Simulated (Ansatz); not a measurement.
Geometry optimisation, UKS B3LYP-D4/def2-SVP (Ansatz 0.2.0).

Input file:

```yaml
crystal:
  periodic: [false, false, false]
  atoms:
    - { symbol: B, position_ang: [2.0e-06, -1.5e-05, -0.099594] }
    - { symbol: F, position_ang: [1.2e-05, -0.000123, 1.221133] }
    - { symbol: H, position_ang: [1.072857, 4.1e-05, -0.648018] }
    - { symbol: H, position_ang: [-1.072861, 4.1e-05, -0.648002] }
    - { symbol: Cl, position_ang: [-1.0e-05, 5.6e-05, 3.924481] }
magnetization:
  spin_polarized: true
  initial_magnetization: 1
basis:
  gaussian: { orbitals: def2-SVP }
hamiltonian:
  xc: b3lyp
  dispersion: d4
relax:
  f_tol: 0.03
  max_steps: 50
```

Run as:

```bash
$ ansatz run input.yaml --threads 1 --pin off --max-ram 2048MiB --backend cpu --events-out ev --progress --plain --runs-dir out
```

Task: Where does it end, and by what steps?

Result: The forces met the threshold. The force dipped under the threshold on the way, but the program's further checks kept it going. After 25 steps the energy has fallen by 0.039 eV; F2 moved furthest, 0.77 Å.

```json
{"step": "0", "energy less start (eV)": "0.0000", "largest force component (eV/Å)": "0.104", "accepted": "yes"}
{"step": "1", "energy less start (eV)": "-0.0043", "largest force component (eV/Å)": "0.070", "accepted": "yes"}
{"step": "2", "energy less start (eV)": "-0.0078", "largest force component (eV/Å)": "0.033", "accepted": "yes"}
{"step": "3", "energy less start (eV)": "-0.0078", "largest force component (eV/Å)": "0.097", "accepted": "no"}
{"step": "4", "energy less start (eV)": "-0.0081", "largest force component (eV/Å)": "0.012", "accepted": "yes"}
{"step": "5", "energy less start (eV)": "-0.0081", "largest force component (eV/Å)": "0.020", "accepted": "yes"}
{"step": "6", "energy less start (eV)": "-0.0083", "largest force component (eV/Å)": "0.006", "accepted": "yes"}
{"step": "7", "energy less start (eV)": "-0.0083", "largest force component (eV/Å)": "0.003", "accepted": "yes"}
{"step": "8", "energy less start (eV)": "-0.0083", "largest force component (eV/Å)": "0.004", "accepted": "yes"}
{"step": "9", "energy less start (eV)": "-0.0083", "largest force component (eV/Å)": "0.026", "accepted": "yes"}
{"step": "10", "energy less start (eV)": "-0.0081", "largest force component (eV/Å)": "0.214", "accepted": "no"}
{"step": "11", "energy less start (eV)": "-0.0083", "largest force component (eV/Å)": "0.094", "accepted": "no"}
{"step": "12", "energy less start (eV)": "-0.0084", "largest force component (eV/Å)": "0.052", "accepted": "yes"}
{"step": "13", "energy less start (eV)": "-0.0086", "largest force component (eV/Å)": "0.273", "accepted": "yes"}
{"step": "14", "energy less start (eV)": "-0.0093", "largest force component (eV/Å)": "0.181", "accepted": "yes"}
{"step": "15", "energy less start (eV)": "-0.0108", "largest force component (eV/Å)": "0.067", "accepted": "yes"}
{"step": "16", "energy less start (eV)": "-0.0150", "largest force component (eV/Å)": "0.271", "accepted": "yes"}
{"step": "17", "energy less start (eV)": "0.0157", "largest force component (eV/Å)": "0.914", "accepted": "no"}
{"step": "18", "energy less start (eV)": "-0.0209", "largest force component (eV/Å)": "0.212", "accepted": "yes"}
{"step": "19", "energy less start (eV)": "-0.0263", "largest force component (eV/Å)": "0.214", "accepted": "yes"}
{"step": "20", "energy less start (eV)": "-0.0322", "largest force component (eV/Å)": "0.207", "accepted": "yes"}
{"step": "21", "energy less start (eV)": "-0.0316", "largest force component (eV/Å)": "0.319", "accepted": "no"}
{"step": "22", "energy less start (eV)": "-0.0355", "largest force component (eV/Å)": "0.189", "accepted": "yes"}
{"step": "23", "energy less start (eV)": "-0.0361", "largest force component (eV/Å)": "0.157", "accepted": "yes"}
{"step": "24", "energy less start (eV)": "-0.0391", "largest force component (eV/Å)": "0.040", "accepted": "yes"}
{"step": "25", "energy less start (eV)": "-0.0392", "largest force component (eV/Å)": "0.009", "accepted": "yes"}
```

```xyz
5
Properties=species:S:1:pos:R:3
B 0.114 -0.004 -0.001
F 0.764 -0.074 1.150
H 0.778 0.014 -1.008
H -1.090 0.037 0.030
Cl -0.566 0.027 3.579
```

Time of the run: 90 s on 1 thread of Arm Neoverse V2, on a shared host, peak memory 0.14 GiB.
